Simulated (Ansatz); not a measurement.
# B₂ (quintet): the correlation ladder, aug-cc-pVTZ

How much of the correlation energy of B₂ (quintet) does each wave-function method recover here?

Program: Ansatz 0.2.0, Gaussian basis. Level of theory: aug-cc-pVTZ, core rule «outside noble gas», up to 2 orbitals frozen. These are calculated values, not measurements.

Plan: UHF; CCSD(T) on ROHF; CCSD(T) on UHF; BCCD(T) on ROHF; CCSDT(Q) on ROHF; CCSDT(Q) on UHF; CASSCF and MRCISD+Q, 6 electrons in 8 orbitals; CASSCF and NEVPT2, 6 electrons in 8 orbitals.

5 further runs of the same task are left out: 5 set aside as unsound or not needed.

## Step 1: What is computed

The geometry is a PBE0/def2-TZVPD stationary point (not a proven minimum) of the parent state, kept for this charge and spin.

2 atoms, charge 0, spin multiplicity 5.

Atoms are counted from 1 here; the program's logs count them from 0.

Bond lengths: B1–B2 1.620 Å.

Coordinates:

```xyz
2
charge 0, multiplicity 5
B     0.00000    0.00000    0.00000
B     0.00000    0.00000    1.61980
```

## Step 2: UHF

File in.yaml:

```yaml
crystal:
  periodic: [false, false, false]
  atoms:
    - {symbol: B, position_ang: [0.000000, 0.000000, 0.000000]}
    - {symbol: B, position_ang: [0.000000, 0.000000, 1.619800]}
basis:
  gaussian: {orbitals: aug-cc-pVTZ}
magnetization: {spin_polarized: true, initial_magnetization: 4}
hamiltonian: {xc: hf}
output: {orbitals: {seedname: orbitals}}
```

The run is started by

```sh
ansatz run in.yaml --threads 1 --pin off --events-out ev --progress --plain --max-ram 4096MiB --backend cpu
```

After this run come: CCSD(T) on ROHF; CCSD(T) on UHF; BCCD(T) on ROHF; CCSDT(Q) on ROHF; CCSDT(Q) on UHF; CASSCF and MRCISD+Q, 6 electrons in 8 orbitals; CASSCF and NEVPT2, 6 electrons in 8 orbitals.

Q: Predict the results of all the runs planned. Wanted: UCCSDT(Q) below the RHF energy; RMP2 from UCCSDT(Q); UMP2 from UCCSDT(Q); RCCSD from UCCSDT(Q); RCCSD(T) from UCCSDT(Q); UCCSD(T) from UCCSDT(Q); RCCSDT(Q) from UCCSDT(Q); NEVPT2 valence from UCCSDT(Q); MRCISD+Q valence from UCCSDT(Q).

As calculated:

| quantity | value |
| --- | --- |
| UCCSDT(Q) below the RHF energy | -3.3954 eV |
| RMP2 from UCCSDT(Q) | +69.7 kJ/mol |
| UMP2 from UCCSDT(Q) | +69.9 kJ/mol |
| RCCSD from UCCSDT(Q) | +20.5 kJ/mol |
| RCCSD(T) from UCCSDT(Q) | +4.1 kJ/mol |
| UCCSD(T) from UCCSDT(Q) | +4.0 kJ/mol |
| RCCSDT(Q) from UCCSDT(Q) | +0.1 kJ/mol |
| NEVPT2 valence from UCCSDT(Q) | +45.6 kJ/mol |
| MRCISD+Q valence from UCCSDT(Q) | +0.7 kJ/mol |
| levels within 1 kcal/mol (43 meV) | RCCSD(T), UCCSD(T), BCCD(T), RCCSDT, UCCSDT, RCCSDT(Q), MRCISD+Q valence |
| T1 diagnostic | 0.024 |
| effectively unpaired electrons | 4.02 |

**Reading.** RCCSD(T) lands +4.1 kJ/mol from the yardstick (1.2 % of the correlation energy). One determinant dominates. Of the multireference levels listed MRCISD+Q valence comes nearest in total energy (+0.7 kJ/mol), which doesn't show that its space is the better one. These misses are within one basis, not against nature; the frozen cores of restricted and unrestricted runs differ, which can shift their rows.
